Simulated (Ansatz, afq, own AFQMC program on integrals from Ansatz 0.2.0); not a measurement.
Two steps: Ansatz 0.2.0 writes the Fock matrix and Cholesky factors of the valence space, and afq projects on them the lowest state that overlaps trial and start.

```yaml
crystal:
  periodic: [false, false, false]
  atoms:
    - {symbol: Si, position_ang: [0.000000, -0.161198, 0.601019]}
    - {symbol: O, position_ang: [0.000000, 0.231377, -1.009259]}
    - {symbol: H, position_ang: [0.000000, 1.346224, 0.872275]}
    - {symbol: H, position_ang: [0.000000, -0.527307, -1.598886]}
basis:
  gaussian: {orbitals: cc-pVDZ}
magnetization: {spin_polarized: true, initial_magnetization: 0}
correlation: {method: ccsd_t, electrons: outside_noble_gas, hamiltonian_folder: ham}
```

```sh
$ ansatz run in.yaml --threads 1 --pin off --events-out ev --progress --plain --max-ram 1382MiB
```

afq runs on the folder ham with

```
--method free --trial cisd --walkers 60 --time-step 0.03 --max-blocks 80 --target-error 0.00042 --factor-cut 1e-05 --seed 5354 --times 0,0.21,0.42,0.81,1.2,1.8,2.4,3 --taylor-order 8
```

Times are imaginary, in 1/Eh. The walk had a cap of 513 s.

Log:

```
orbitals 36  electrons 6 6  factors 274 of 400
reference energy -364.94115346 Eh
CCSD correlation -0.29937330 Eh in 11 cycles, weight of the determinant in the CISD state 0.8777
repeat  energy at the last time / Eh  error
    10  -365.251909  0.002394
    20  -365.250311  0.001352
    30  -365.250383  0.001127
    40  -365.249872  0.000939
    50  -365.249915  0.000807
    60  -365.249442  0.000743
    70  -365.249651  0.000655
    80  -365.249419  0.000592
time / (1/Eh)  energy / Eh  error  mean overlap
  0.00  -365.240190  0.000311  1.1386
  0.21  -365.244713  0.000315  1.1456
  0.42  -365.246148  0.000326  1.1473
  0.81  -365.247732  0.000388  1.1501
  1.20  -365.248153  0.000412  1.1612
  1.80  -365.248560  0.000518  1.1585
  2.40  -365.249156  0.000750  1.1539
  3.00  -365.249419  0.000592  1.1351
energy -365.249419 +/- 0.000592 Eh
```

The run passed its tests (error under three times the target), which doesn't prove that it has relaxed.

Against this walk (error 16.1 meV) on the same determinant: CCSD(T) 42.5 meV higher, CCSDT(Q) 1.5 meV higher (within the noise). The error is statistical, and a free projection of finite length keeps a remainder of its start. The last points still move (meV from the last: 46 ± 11 at 0.81, 34 ± 11 at 1.20, 23 ± 14 at 1.80, 7 ± 20 at 2.40, 0 ± 16 at 3.00), but the last one has reached CCSDT(Q) within the noise or passed it, so little can be left to fall.

Cautions: remainder of the start not in the error; error above the target (16.1 against 11.4 meV); the determinant is a saddle point among determinants of its kind.

The walk took 2.8 min on 1 thread of AMD EPYC 9R14 (Zen 4) (shared host). The log's last line is the free-projection energy.

CCSDT and higher add their correlation energy to the determinant of the CCSD(T) run, since their own runs factorise the integrals more tightly (a shift of under 2 meV). A walk keeps the symmetry of its determinant, which the program's search chose and which needn't be the lowest solution, so a lower state of the same spin and another symmetry isn't excluded.
